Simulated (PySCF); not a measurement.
Species: C3H4FN.
Geometry (GFN2-xTB, Å), atoms numbered from 1 in this order:
```xyz
9
C3H4FN angstrom
F     -1.3495    1.1199   -0.8981
C     -1.0765    0.1529    0.0471
C      0.2602   -0.4850   -0.2317
C      1.4940    0.1697    0.1794
N      1.1637   -0.7770    0.9265
H     -1.0811    0.6522    1.0216
H     -1.8910   -0.5757   -0.0093
H      0.2835   -1.1840   -1.0605
H      2.2105    0.9330   -0.0001
```

Level of theory: PBE0/def2-SVPD in PySCF (dipole) on a GFN2-xTB geometry, gas phase.

Take the most abundant isotopes and a rigid rotor. The values belong to one conformer with, in the numbering `[F:1][CH2:2][C@H:3]1[CH:4]=[N:5]1`, F1–C2–C3–C4 81°.

What are A, B and C (MHz)?

Ia = 31.29, Ib = 150.24, Ic = 164.47 u·Å²; 505379 MHz·u·Å²/I gives A = 16150, B = 3364, C = 3073 MHz.

What kind of rotor is it?

A near-prolate asymmetric top: κ = (2 × 3364 − 16150 − 3073)/(16150 − 3073) = -0.96.

Is it planar, by Δ = Ic − Ia − Ib?

Not planar: Δ = Ic − Ia − Ib = -17.05 u·Å². For a rigid frame Δ = −2 Σ m c², so Σ m c² = 8.53 u·Å² lies off the ab plane: 4.33 from hydrogen and 4.19 from heavier atoms. The atom farthest from that plane is 1.59 Å away.

Give the other two planar moments, Paa and Pbb, and the rms extents of the mass along the axes.

Paa = Σ m a² = (Ib + Ic − Ia)/2 = 141.71 and Pbb = Σ m b² = (Ia + Ic − Ib)/2 = 22.77 u·Å². With the mass M = 73.03 u, the rms extents √(P/M) along a, b and c are 1.39, 0.56, 0.34 Å.

List the rotational levels J(Ka,Kc) to J = 3 (MHz).

Above 0(0,0):
J = 1: 1(0,1) 6437, 1(1,1) 19223, 1(1,0) 19514
J = 2: 2(0,2) 19305, 2(1,2) 31805, 2(1,1) 32678, 2(2,1) 71037, 2(2,0) 71042
J = 3: 3(0,3) 38595, 3(1,3) 50675, 3(1,2) 52422, 3(2,2) 90346, 3(2,1) 90371, 3(3,1) 155008, 3(3,0) 155008
Those of J = 1 are B + C, A + C and A + B.

Which types of transition are allowed, and where do some lines up to J = 3 fall?

The dipole components are |μa| = 0.42 D, |μb| = 0.80 D, |μc| = 0.19 D. The squared components, which scale the intensities, stand as 0.28 : 1.00 : 0.06 (a : b : c). Some lines, for components of 0.1 D or more:

```csv
type,branch,"J(Ka,Kc)",MHz,lower level (cm⁻¹)
a,Q,"2(1,1) ← 2(1,2)",874,1.061
c,Q,"3(1,3) ← 3(0,3)",12080,1.287
c,Q,"2(1,2) ← 2(0,2)",12500,0.644
c,Q,"1(1,1) ← 1(0,1)",12786,0.215
b,Q,"1(1,0) ← 1(0,1)",13077,0.215
a,R,"2(1,1) ← 1(1,0)",13164,0.651
b,Q,"2(1,1) ← 2(0,2)",13373,0.644
b,R,"1(1,1) ← 0(0,0)",19223,0.000
a,R,"3(2,1) ← 2(2,0)",19329,2.370
a,R,"3(1,2) ← 2(1,1)",19743,1.090
c,R,"2(1,1) ← 1(0,1)",26242,0.215
c,R,"3(1,2) ← 2(0,2)",33117,0.644
c,Q,"3(2,2) ← 3(1,2)",37925,1.749
c,Q,"2(2,1) ← 2(1,1)",38358,1.090
b,Q,"2(2,1) ← 2(1,2)",39232,1.061
b,R,"2(2,1) ← 1(1,0)",51523,0.651
c,R,"2(2,0) ← 1(1,0)",51528,0.651
b,R,"3(2,2) ← 2(1,1)",57668,1.090
c,R,"3(2,1) ← 2(1,1)",57693,1.090
c,R,"3(2,2) ← 2(1,2)",58542,1.061
b,R,"3(2,1) ← 2(1,2)",58566,1.061
b,Q,"3(3,0) ← 3(2,1)",64637,3.014
b,Q,"3(3,1) ← 3(2,2)",64662,3.014
c,R,"3(3,1) ← 2(2,1)",83971,2.370
```

Estimate the classical rotational partition function at 10 K, 200 K and 298.15 K.

Point group C1, symmetry number σ = 1; q = (√π/σ)·√((kT/h)³/(ABC)), k/h = 20836.6 MHz/K: 413 at 10 K, 36900 at 200 K, 67200 at 298.15 K.

Stationary, but not proved a minimum. Constants of a rigid frame at the computed geometry: no zero-point averaging, no centrifugal distortion. Quadrupole hyperfine structure (14N) is left out.
